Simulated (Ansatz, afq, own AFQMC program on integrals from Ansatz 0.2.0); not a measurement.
## Where AFQMC and coupled cluster stand for CHAl, triplet

```xyz
3

Al    0.0000    0.0000    0.2464
C     0.0000    0.0000   -2.0936
H     0.0000    0.0000    1.8473
```

Connectivity, by distances: AlH–C.

Basis 6-31G. Only valence electrons are correlated. Integrals, coupled cluster, full CI and functionals: Ansatz 0.2.0; the random walks run on the same integrals in our own AFQMC program. The CISD trial takes its coefficients from CCSD amplitudes. Released means that phaseless walkers are propagated on without the constraint, phases kept. ± is one standard error of the sampling.

Determinant: ROHF, the one that the program's search chose, which needn't be the lowest solution. The geometry is a point of a scan.

Full CI on the same integrals is exact in this basis and with this determinant's frozen core.

Cautions: lower spins were not checked; a spin-contaminated unrestricted determinant lies lower (UHF 172 meV lower, ⟨S²⟩ 2.26); strong correlation (T1 0.081, weight of the determinant 0.79, largest double 0.12); the released energies have errors that jump between times, so the bars are unsure, so no released level is given (meV from the phaseless value at times in 1/Eh: -8 ± 5 at 0.24, -8 ± 9 at 0.51, 217 ± 236 at 0.99, -30 ± 5 at 1.62, -38 ± 3 at 2.40).

The T1 diagnostic is 0.0806, the weight of the determinant in the CISD state is 0.793 and the size of the correlated space is 8 electrons in 18 orbitals.

```json
{"level": "MP2", "correlation energy (eV)": "-2.0512"}
{"level": "CCSD", "correlation energy (eV)": "-3.0344"}
{"level": "CCSD(T)", "correlation energy (eV)": "-3.1771"}
```

**Question.** Estimate where full CI lies against CCSD(T) on the same integrals.

**Answer.** 79.0 meV below CCSD(T).

Reference: full CI, correlation energy -3.256 eV. The cautions show a poor starting determinant, so the rows tell how each method copes with it here, and full CI is the sure value.

```
        level  E − E(reference) (meV)  share of correlation (%)
      CCSD(T)                    79.0                     97.57
        CCSDT                    11.4                     99.65
     CCSDT(Q)                    -4.1                    100.13
       CCSDTQ                     0.6                     99.98
ph-AFQMC/CISD              55.9 ± 4.3                     98.28
```

CCSDT and higher add their correlation energy to the determinant of the CCSD(T) run, since their own runs factorise the integrals more tightly (a shift of under 2 meV). A walk keeps the symmetry of its determinant, which the program's search chose and which needn't be the lowest solution, so a lower state of the same spin and another symmetry isn't excluded.
